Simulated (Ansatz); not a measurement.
Cost and result for the atomization energy of FH$_{2}$OSi, SMILES `O[SiH]F` radical (5 atoms, 4 bonds).

Total charge 0; spin multiplicity 2. Geometry: relaxed with PBE0-D4/def2-TZVP. It is one conformer, not always the lowest. Program: Ansatz. All runs use 2 threads of a server CPU on a shared host. Times are those of one run each, without the atoms' runs, and a repeat can differ threefold. Electronic energies, without spin–orbit coupling; frozen cores. CCSD(T)/CBS adds CCSD(T) − MP2 in def2-TZVPP to the MP2 limit, and its time is that of the two runs behind it. T1 = 0.014; ⟨S²⟩ of the reference is 0.75. B3LYP takes the VWN-RPA correlation (the form of Gaussian; ORCA's B3LYP/G).

CCSD(T)/CBS is a level of theory with its own doubt, some kJ/mol a heavy atom from the limit and from the frozen cores, so smaller differences don't rank the functionals.

| level | functions | wall time | atomization (kcal/mol) | difference from CCSD(T)/CBS | per bond |
| --- | --- | --- | --- | --- | --- |
| LDA (SPW92)/def2-TZVPP | 132 | 0.9 s | 490.5 | 62.7 | 15.7 |
| CCSD(T)/def2-SVP | 56 | 1.6 s | 384.0 | -43.8 | -10.9 |
| PBE-D4/def2-TZVPP (with forces) | 132 | 1.9 s | 430.9 | 3.1 | 0.8 |
| BHLYP-D4/def2-TZVPP | 132 | 2.1 s | 406.5 | -21.3 | -5.3 |
| CAM-B3LYP-D4/def2-TZVPP | 132 | 2.4 s | 428.0 | 0.2 | 0.1 |
| B3LYP-D4/def2-TZVPP (with forces) | 132 | 2.5 s | 423.2 | -4.6 | -1.1 |
| B2PLYP/def2-TZVPP | 132 | 2.6 s | 421.4 | -6.4 | -1.6 |
| ωB97X-V/def2-TZVPP | 132 | 4.5 s | 425.7 | -2.1 | -0.5 |
| B97M-V/def2-TZVPP | 132 | 4.9 s | 424.4 | -3.4 | -0.9 |
| ωB97M-V/def2-TZVPP (with forces) | 132 | 5.5 s | 424.8 | -3.0 | -0.8 |
| MP2/def2-QZVPP | 244 | 6 s | 437.5 | 9.7 | 2.4 |
| CCSD(T)/def2-TZVPP | 132 | 29 s | 413.2 | -14.6 | -3.6 |
| CCSD(T)/CBS(def2) | – | 35 s | 427.8 | 0.0 | 0.0 |

At CCSD(T), def2-SVP lies −43.8 kcal/mol from the extrapolated value and def2-TZVPP −14.6 kcal/mol: correlation converges slowly with the basis, and small sets miss more of it in the bonded molecule than in its fragments. From r2SCAN to r2SCAN0 (25 % exact exchange), in def2-TZVPP and without D4, the atomization energy moves by −11.6 kcal/mol: exact exchange takes away binding that semilocal exchange gives to molecules. The D4 term adds +2.4 kcal/mol with B3LYP and +1.2 kcal/mol with PBE0; it sums over pairs of atoms, weighted by their polarisabilities, and B3LYP, whose exchange is more repulsive, gets the larger term.
